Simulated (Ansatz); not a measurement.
**HF/3-21G run of H3O+ (oxonium)**

Aim: the energy change on altering one bond length of H3O+ (oxonium) at HF/3-21G, from 2 runs. 

The results are computed with Ansatz 0.2.0.

1 further run of the same task is left out (set aside as unsound or not needed).

## 1. The system as given

H3O+: 4 atoms, total charge +1, spin state singlet. As SMILES, `[OH3+]`. Geometry: relaxed at PBE0-D4/def2-TZVP.

Bond lengths: O1–H2 0.978 Å, O1–H3 0.978 Å, O1–H4 0.978 Å. Angles: H2–O1–H3 113.0°, H2–O1–H4 113.0°, H3–O1–H4 113.0°.

## 2. The energy at HF/3-21G

job.yaml reads:

```yaml
crystal:
  periodic: [false, false, false]
  atoms:
    - {symbol: O, position_ang: [0.181970, -0.056700, -0.052760]}
    - {symbol: H, position_ang: [0.219060, 0.918440, 0.015140]}
    - {symbol: H, position_ang: [-0.408890, -0.368290, -0.767380]}
    - {symbol: H, position_ang: [0.007860, -0.493450, 0.805020]}
basis:
  gaussian:
    orbitals: 3-21G.json
output: {orbitals: {seedname: orbitals}}
hamiltonian:
  xc: hf
total_charge: 1
accuracy: high
```

The basis set 3-21G is read from a file made from the Basis Set Exchange's data (not shown).

Launch:

```console
$ ansatz run job.yaml --threads 1 --pin off --max-ram 3480MiB --events-out events.jsonl --progress --plain --runs-dir runs
```

The log of the run:

```text
Warning: RAYON_NUM_THREADS=1 ignored (pool sized by the plan → 1); use --threads N
Functional definition: HF
  name "HF"
  exchange = exact_x
  correlation = 0
234 factors; integrals over basis functions are off by at most 4.1e-9 eV
mean field evaluation 1: about -2061.0260 eV, gradient 5.2e1 eV
mean field evaluation 2: about -2061.0215 eV, gradient 5.2e1 eV
mean field evaluation 4: about -2064.9443 eV, gradient 1.3e0 eV
mean field evaluation 8: about -2064.9458 eV, gradient 6.1e-4 eV
mean field -2064.94577220 eV, -75.8853574577 hartree, gradient 1.9e-8 eV, S^2 0.000000; 0 other end points of the search recorded, 0 dependent functions left out
reference -2064.94577220 eV, -75.8853574577 hartree; 5, 5 occupied and 10, 10 virtual orbitals, 234 factors
Total energy: -2064.94577220 eV, -75.8853574577 hartree
```

Wall time 0.06 s (1 thread of Arm Neoverse V1, shared host).

## 3. The distorted shape at the same level

input.yaml reads:

```yaml
crystal:
  periodic: [false, false, false]
  atoms:
    - {symbol: O, position_ang: [0.270577, -0.009973, 0.054407]}
    - {symbol: H, position_ang: [0.307667, 0.965167, 0.122307]}
    - {symbol: H, position_ang: [-0.408890, -0.368290, -0.767380]}
    - {symbol: H, position_ang: [0.096467, -0.446723, 0.912187]}
basis:
  gaussian:
    orbitals: 3-21G.json
output:
  orbitals: {seedname: orbitals}
accuracy: high
hamiltonian:
  xc: hf
total_charge: 1
```

The basis set 3-21G is read from a file made from the Basis Set Exchange's data (not shown).

Launch:

```console
$ ansatz run input.yaml --threads 1 --pin off --max-ram 3480MiB --events-out events.jsonl --progress --plain --runs-dir runs
```

The log of the run:

```text
Warning: RAYON_NUM_THREADS=1 ignored (pool sized by the plan → 1); use --threads N
Functional definition: HF
  name "HF"
  exchange = exact_x
  correlation = 0
233 factors; integrals over basis functions are off by at most 5.8e-9 eV
mean field evaluation 1: about -2060.3425 eV, gradient 5.3e1 eV
mean field evaluation 2: about -2060.3392 eV, gradient 5.3e1 eV
mean field evaluation 4: about -2064.5982 eV, gradient 1.4e0 eV
mean field evaluation 8: about -2064.6010 eV, gradient 6.9e-4 eV
mean field -2064.60097853 eV, -75.8726865242 hartree, gradient 2.7e-8 eV, S^2 0.000000; 0 other end points of the search recorded, 0 dependent functions left out
reference -2064.60097853 eV, -75.8726865242 hartree; 5, 5 occupied and 10, 10 virtual orbitals, 233 factors
Total energy: -2064.60097853 eV, -75.8726865242 hartree
```

Run time: 0.06 s. Hardware: 1 thread of Arm Neoverse V1, shared host.

## 4. Results

Level: HF/3-21G.

```
                                                         quantity         value
                                        first shape: total energy  -75.88536 Eh
                                         first shape: HOMO energy     -25.72 eV
                                         first shape: LUMO energy      -2.36 eV
                                       first shape: HOMO–LUMO gap      23.36 eV
                                    distorted shape: total energy  -75.87269 Eh
                                     distorted shape: HOMO energy     -25.20 eV
                                     distorted shape: LUMO energy      -3.14 eV
                                   distorted shape: HOMO–LUMO gap      22.05 eV
energy change with the O1–H3 bond stretched from 0.978 to 1.125 Å      0.345 eV
```

In words: With the O1–H3 bond stretched from 0.978 to 1.125 Å the energy rises by 0.34 eV (33.3 kJ/mol). The first shape isn't relaxed at this level, so the change isn't measured from a minimum.
